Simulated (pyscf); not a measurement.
Thermochemistry of product channels of Cl–BH–Cl + borane (BH₃) on the singlet surface, in kcal/mol, from ωB97M-D3(BJ)/def2-TZVP energies (ideal gas, 1 atm, RRHO with modes under 100 cm⁻¹ raised to 100, one conformer, R ln 2 for chiral ones without a mode under 150 cm⁻¹). Structures and frequencies: ωB97X-D3(BJ)/def2-SVP in PySCF.

```tsv
products	ΔE	ΔH(298 K)	ΔG(600 K)	ΔG(900 K)
H₂B–B(Cl)–Cl + hydrogen (H₂)	?	+4.4	+6.4	+6.4
H₂B–Cl + H₂B–Cl	?	-2.3	-3.9	-4.6
```

Problem. Fill in the missing entries.

Solution. 
- H₂B–B(Cl)–Cl + hydrogen (H₂), ΔE: +6.5
- H₂B–Cl + H₂B–Cl, ΔE: -2.8

These are energies of the channels, which say nothing of barriers.
